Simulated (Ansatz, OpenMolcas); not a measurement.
H2S2: a line through the functionals

H2S2: 4 atoms, total charge 0, spin state singlet. SMILES: `SS`. Geometry: relaxed at PBE0-D4/def2-TZVP.

The electronic atomisation energy y, in eV, basis def2-TZVPP; a is the functional's share of exact exchange. Programs: Ansatz 0.2.0, OpenMolcas 26.06.

| functional | program | a | y (eV) |
| --- | --- | --- | --- |
| PBE | Ansatz | 0 | 10.69 |
| TPSS | OpenMolcas | 0 | 10.62 |
| B3LYP | Ansatz | 0.2 | ? |
| r2SCAN0 | Ansatz | 0.25 | 10.30 |
| PBE0 | Ansatz | 0.25 | 10.43 |
| BHLYP | Ansatz | 0.5 | 9.93 |

Task: Fit y = c + s·a to the known rows and predict B3LYP.

Result: 
1. Means of the 5 rows: a = 0.2000, y = 10.394.
2. Σ(Δa)² = 0.175, Σ(Δa·Δy) = -0.2465, so the slope is -0.2465/0.175 = -1.4086.
3. Intercept: 10.394 − (-1.4086) × 0.2000 = 10.676. The largest residual of the fit is 0.11.
4. B3LYP: 10.676 + (-1.4086) × 0.2 = 10.39 eV.

The run gave 10.33 eV, so the prediction is off by +0.06 eV, within the scatter of the fit. The rows mix families of semi-local functionals, which the line can't see.
